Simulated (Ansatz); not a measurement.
# CP (doublet): wave-function methods side by side at distance C1–P2 = 2.111 Å, 6-31G

How much of the correlation energy of CP (doublet) does each wave-function method recover here?

The runs use Ansatz 0.2.0, Gaussian basis; 6-31G, core rule «outside noble gas», up to 6 orbitals frozen.

To be run: UHF; CCSD(T) on ROHF; CCSD(T) on UHF; BCCD(T) on ROHF; CISD; CCSDT(Q) on ROHF; CCSDT(Q) on UHF; CISDTQ; CCSDTQ on ROHF; CCSDTQ on UHF; CASSCF and MRCISD+Q, 3 electrons in 3 orbitals; CASSCF and NEVPT2, 3 electrons in 3 orbitals; CASSCF and MRCISD+Q, 9 electrons in 8 orbitals; CASSCF and NEVPT2, 9 electrons in 8 orbitals; Full CI.

26 further runs of the same task are left out: 10 for a known fault of the program, 13 that didn't finish, 3 set aside as unsound or not needed.

### 1 The system

The geometry derives from a PBE0/def2-TZVP stationary point (not a proven minimum). One bond is set to the value named and the two fragments are kept rigid.

2 atoms, charge 0, spin multiplicity 2.

Atoms are counted from 1 here; the program's logs count them from 0.

No contacts short enough for the rule that draws bonds.

### 2 UHF

in.yaml

```yaml
crystal:
  periodic: [false, false, false]
  atoms:
    - {symbol: C, position_ang: [0.000000, 0.000000, 0.000000]}
    - {symbol: P, position_ang: [0.000000, 0.000000, 2.111000]}
basis:
  gaussian: {orbitals: 6-31G}
magnetization: {spin_polarized: true, initial_magnetization: 1}
hamiltonian: {xc: hf}
output: {orbitals: {seedname: orbitals}}
```

Command:

```sh
> ansatz run in.yaml --threads 1 --pin off --events-out ev --progress --plain --max-ram 2393MiB
```

The runs that follow: CCSD(T) on ROHF; CCSD(T) on UHF; BCCD(T) on ROHF; CISD; CCSDT(Q) on ROHF; CCSDT(Q) on UHF; CISDTQ; CCSDTQ on ROHF; CCSDTQ on UHF; CASSCF and MRCISD+Q, 3 electrons in 3 orbitals; CASSCF and NEVPT2, 3 electrons in 3 orbitals; CASSCF and MRCISD+Q, 9 electrons in 8 orbitals; CASSCF and NEVPT2, 9 electrons in 8 orbitals; Full CI.

**Question.** What will the summary of the whole plan be? Wanted: FCI below the RHF energy; RMP2 from FCI; UMP2 from FCI; RCCSD from FCI; RCCSD(T) from FCI; UCCSD(T) from FCI; RCCSDT(Q) from FCI; UCCSDT(Q) from FCI; NEVPT2 pair from FCI.

**Answer**, as computed:

| quantity | value |
| --- | --- |
| FCI below the RHF energy | -5.2209 eV |
| RMP2 from FCI | +610.4 meV |
| UMP2 from FCI | +1364.1 meV |
| RCCSD from FCI | +667.2 meV |
| RCCSD(T) from FCI | +119.1 meV |
| UCCSD(T) from FCI | +217.1 meV |
| RCCSDT(Q) from FCI | +57.2 meV |
| UCCSDT(Q) from FCI | +45.4 meV |
| NEVPT2 pair from FCI | +1212.5 meV |
| NEVPT2 valence from FCI | +344.2 meV |
| MRCISD+Q valence from FCI | +13.5 meV |
| levels within 1 kcal/mol (43 meV) | RCCSDTQ, UCCSDTQ, MRCISD+Q valence |
| T1 diagnostic | 0.102 |
| effectively unpaired electrons | 2.08 |

In words: RCCSD(T) misses by +119.1 meV, 2.3 % of the correlation energy. CCSD(T) misses by +119.1 meV on the restricted determinant and by +217.1 meV on the unrestricted one; the two need not hold the same state or core. The occupations show strong static correlation (2.1 unpaired electrons where one determinant has 1). Coupled cluster on one determinant still stays close here. Of the multireference levels listed MRCISD+Q valence comes nearest in total energy (+13.5 meV), which doesn't show that its space is the better one. Coupled cluster took another determinant than the lowest Hartree-Fock one. These misses are within one basis, not against nature; the frozen cores of restricted and unrestricted runs differ, which can shift their rows.
